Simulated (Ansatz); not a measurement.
Ideal-gas functions of C$_{3}$H$_{5}$ (`[CH2]C=C`) radical at 298.15 K and 1 bar, from an Ansatz frequency run at PBE0-D4/def2-TZVP.

Molar mass 41.07 g/mol, point group C2v (symmetry number 2), electronic degeneracy 2, moments of inertia 9.194, 48.444, 57.638 u Å². Harmonic wavenumbers (cm⁻¹, unscaled): 424, 530, 554, 794, 820, 932, 1009, 1043, 1211, 1277, 1419, 1514, 1516, 3156, 3159, 3164, 3261, 3263.

Use S(trans) = R[1.5 ln M + 2.5 ln T − 1.1517]; rotational temperatures θ = 24.2544 K / I; S(rot) = R[ln(√π/σ · √(T³/θAθBθC)) + 1.5]; for each mode x = 1.438777 ν̃/T, S = R[x/(eˣ − 1) − ln(1 − e⁻ˣ)] and H = RT x/(eˣ − 1); 1 cm⁻¹ = 0.0119627 kJ/mol; R = 8.31446 J/(mol·K).

Q: By hand: the entropy, in J/(mol·K).

A: Translation 155.2. Rotation: θ = 2.6381, 0.5007, 0.4208 K, giving 85.0. Vibration, mode by mode: 3.68, 2.46, 2.24, 0.89, 0.80, 0.51, 0.38, 0.33, 0.17, 0.13, 0.07, 0.05, 0.05, 0.00, 0.00, 0.00, 0.00, 0.00, in all 11.7. Electronic 5.8. Sum 257.7 J/(mol·K).

Q: By hand: H − E and G − E in kJ/mol, counted from the electronic energy.

A: Zero-point energy ½ × 29046 × 0.0119627 = 173.7; thermal vibration 2.6; translation, rotation and pV give 4 RT = 9.9. H − E = 186.2 kJ/mol, and G − E = 186.2 − 298.15 × 257.7/1000 = 109.4 kJ/mol.

Vibration gives 5 % of the entropy.
